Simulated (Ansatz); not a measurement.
Cost against result

Saddle point of CH$_{10}$Si$_{2}$, closed shell (Si₂H₆ ([SiH3][SiH3]) + CH₄ → CH₈Si₂ ([CH3][SiH2][SiH3]) + H₂; bonds formed: Si1–C7, H2–H6; bonds broken: Si1–H2, H6–C7), PBE0-D4/def2-TZVP structure:

```xyz
13
angstrom
Si -0.7352 0.0352 0.3017
H -0.1326 -1.5320 -0.1587
H -2.0235 -0.6440 0.5997
H -1.1552 1.4990 0.2320
Si 1.0318 -0.0648 1.8241
H -0.1743 -0.7725 -1.0242
C -0.3040 0.3193 -1.8031
H 2.2939 -0.0586 1.0314
H 0.9635 -1.3377 2.5891
H 1.0730 1.0834 2.7736
H 0.0626 -0.3473 -2.5955
H 0.3968 1.1461 -1.6917
H -1.2970 0.6740 -2.0783
```

Barriers are electronic and count from the start structure reached by relaxing down the imaginary mode.

Computed with Ansatz 0.2.0 (basis: as named in each row); correlated methods freeze the cores. B3LYP uses VWN-RPA correlation. Extrapolation: Hartree–Fock as exp(−7.88 √X), correlation as X^−2.97.

Times are rough, for one single point on 4 threads of a shared host (Arm Neoverse V1).

The estimate by CCSD(T) at an estimated basis limit (MP2 extrapolated from triple and quadruple zeta, plus CCSD(T) − MP2 in triple zeta) is 80.40 kcal/mol.

```csv
method,basis,time (s),barrier (kcal/mol),method less estimate
HF,STO-3G,under 1,170.67,90.26
PBE-D4,STO-3G,under 1,122.82,42.42
SPW92,def2-SVP,under 1,63.82,-16.58
B3LYP-D4,6-31G,under 1,99.78,19.38
PBE-D4,def2-SVP,under 1,71.83,-8.57
PBE0-D4,def2-SVP,under 1,76.57,-3.83
SPW92,def2-TZVPP,1,62.27,-18.13
PBE-D4,def2-TZVPP,2,70.45,-9.95
BLYP-D4,def2-TZVPP,2,76.73,-3.67
B3LYP-D4,def2-TZVPP,2,79.73,-0.68
CCSD(T),def2-SVP,2,87.52,7.12
BHLYP-D4,def2-TZVPP,2,84.97,4.56
wB97M-V,def2-SVP,3,80.48,0.08
CAM-B3LYP-D4,def2-TZVPP,4,81.71,1.31
r2SCAN-D4,def2-TZVPP,4,74.37,-6.04
PBE0-D4,def2-TZVPP,4,74.64,-5.76
r2SCAN0-D4,def2-TZVPP,4,77.14,-3.26
RPA on PBE,def2-TZVPP,5,81.99,1.59
B2PLYP,def2-TZVPP,6,81.94,1.54
PBE-QIDH,def2-TZVPP,6,78.71,-1.69
wB97X-V,def2-TZVPP,8,80.88,0.47
B97M-V,def2-TZVPP,8,75.94,-4.46
wB97M-V,def2-TZVPP,8,79.09,-1.31
MP2,def2-QZVPP,38,79.55,-0.85
CCSD(T),def2-TZVPP,90,81.73,1.33
```

All methods are single points on the PBE0-D4 structures.

T1 diagnostic: at most 0.013.

Labels in which every atom is bracketed show which atoms are joined, not bond orders.
